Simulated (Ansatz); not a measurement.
**[BH4]− (SMILES [H][B-]([H])([H])[H]) at CCSDT(Q)/6-31G**

Aim: the vertical ionisation energy of [BH4]− at CCSDT(Q)/6-31G, from 2 runs. 

Program for the calculation: Ansatz 0.2.0.

## (1) The structure to begin with

[BH4]−: 5 atoms, total charge -1, spin state singlet. SMILES: `[H][B-]([H])([H])[H]`. Geometry: relaxed at GFN2-xTB.

Bond lengths: B1–H2 1.229 Å, B1–H3 1.229 Å, B1–H4 1.229 Å, B1–H5 1.229 Å. Angles: H2–B1–H3 109.5°, H2–B1–H4 109.5°, H2–B1–H5 109.5°, H3–B1–H4 109.5°, H3–B1–H5 109.5°, H4–B1–H5 109.5°.

## (2) A single-point energy at CCSDT(Q)/6-31G

The input, input.yaml:

```yaml
crystal:
  periodic: [false, false, false]
  atoms:
    - {symbol: B, position_ang: [0.000000, -0.000190, -0.000050]}
    - {symbol: H, position_ang: [0.011880, -0.020580, 1.229120]}
    - {symbol: H, position_ang: [1.154650, 0.011840, -0.420810]}
    - {symbol: H, position_ang: [-0.587600, 1.007810, -0.387560]}
    - {symbol: H, position_ang: [-0.578930, -0.998880, -0.420690]}
basis:
  gaussian:
    orbitals: 6-31G
accuracy: high
total_charge: -1
correlation:
  method: ccsdt_q
  frozen_orbitals: {B: 1, H: 0}
scf:
  omitted_lower_state_checks: [cluster_reference, increment]
```

Launch:

```sh
$ ansatz run input.yaml --threads 1 --pin off --max-ram 2610MiB --events-out events.jsonl --progress --plain --runs-dir runs
```

The log of the run, cut to the lines that bear on the results:

```text
Warning: RAYON_NUM_THREADS=1 ignored (pool sized by the plan → 1); use --threads N
Functional definition: HF
  name "HF"
[...]
413 factors; integrals over basis functions are off by at most 2.7e-9 eV
[...]
mean field -733.39191832 eV, -26.9516558874 hartree, gradient 1.2e-8 eV, S^2 0.000000; 0 other end points of the search recorded, 0 dependent functions left out
1 core orbitals not correlated: weight in the atoms' cores, before any rotation towards them, 1.000 or more for the frozen orbitals, at most 0.000 for the correlated occupied ones
reference -733.39191832 eV, -26.9516558874 hartree; 4, 4 occupied and 12, 12 virtual orbitals, 413 factors
second order -2.09476712 eV of doubles, -0.00000000 eV of singles
cycle   1  -2.49283222 eV  change   -4.0e-1 eV  update   4.8e-2
[...]
cycle  17  -2.70588254 eV  change   8.9e-10 eV  update  4.1e-10
perturbative correction 0.00029051 eV, 0.0000106759 hartree
Total energy: -736.09751036 eV, -27.0510845609 hartree
Checks for a lower state left out: cluster_reference, increment
```

Wall time 0.3 s (1 thread of Arm Neoverse V2, shared host).

## (3) Doublet neutral BH4 at the same level

The input, job.yaml:

```yaml
crystal:
  periodic: [false, false, false]
  atoms:
    - {symbol: B, position_ang: [0.000000, -0.000190, -0.000050]}
    - {symbol: H, position_ang: [0.011880, -0.020580, 1.229120]}
    - {symbol: H, position_ang: [1.154650, 0.011840, -0.420810]}
    - {symbol: H, position_ang: [-0.587600, 1.007810, -0.387560]}
    - {symbol: H, position_ang: [-0.578930, -0.998880, -0.420690]}
basis:
  gaussian: {orbitals: 6-31G}
magnetization: {spin_polarized: true, initial_magnetization: 1}
correlation: {method: ccsdt_q, frozen_orbitals: {B: 1, H: 0}}
accuracy: high
scf: {omitted_lower_state_checks: [cluster_reference, increment]}
```

Launch:

```sh
$ ansatz run job.yaml --threads 1 --pin off --max-ram 2610MiB --events-out events.jsonl --progress --plain --runs-dir runs
```

The log of the run, cut to the lines that bear on the results:

```text
Warning: RAYON_NUM_THREADS=1 ignored (pool sized by the plan → 1); use --threads N
[... 2 set-up lines as earlier in the session ...]
[...]
409 factors; integrals over basis functions are off by at most 2.7e-9 eV
[...]
mean field -729.87767484 eV, -26.8225098216 hartree, gradient 1.5e-8 eV, S^2 0.757664; 8 other end points of the search recorded, 0 dependent functions left out
1 core orbitals not correlated: weight in the atoms' cores, before any rotation towards them, 1.000 or more for the frozen orbitals, at most 0.000 for the correlated occupied ones
reference -729.87767484 eV, -26.8225098216 hartree; 4, 3 occupied and 12, 13 virtual orbitals, 409 factors
second order -1.75118001 eV of doubles, -0.00000000 eV of singles
cycle   1  -2.13677353 eV  change   -3.9e-1 eV  update   5.0e-2
[...]
cycle  44  -2.38363271 eV  change  -1.8e-10 eV  update  5.4e-10
perturbative correction -0.00091259 eV, -0.0000335369 hartree
Total energy: -732.26222013 eV, -26.9101402448 hartree
Checks for a lower state left out: cluster_reference, increment
```

It took 1.3 s on 1 thread of Arm Neoverse V2, shared host.

## (4) Outcome

Level: CCSDT(Q)/6-31G, 1 core orbital frozen.

| quantity | value |
| --- | --- |
| singlet [BH4]−: total energy | -27.05108 Eh |
| singlet [BH4]−: correlation energy (1 core orbital frozen) | -99.4 mEh |
| singlet [BH4]−: T1 diagnostic | 0.006 |
| doublet neutral BH4: total energy | -26.91014 Eh |
| doublet neutral BH4: correlation energy (1 core orbital frozen) | -87.6 mEh |
| doublet neutral BH4: ⟨S²⟩ of the reference determinant | 0.758 |
| doublet neutral BH4: T1 diagnostic | 0.032 |
| vertical detachment energy (to the doublet neutral) | 3.835 eV |

The vertical ionisation energy comes to 3.84 eV (370 kJ/mol).
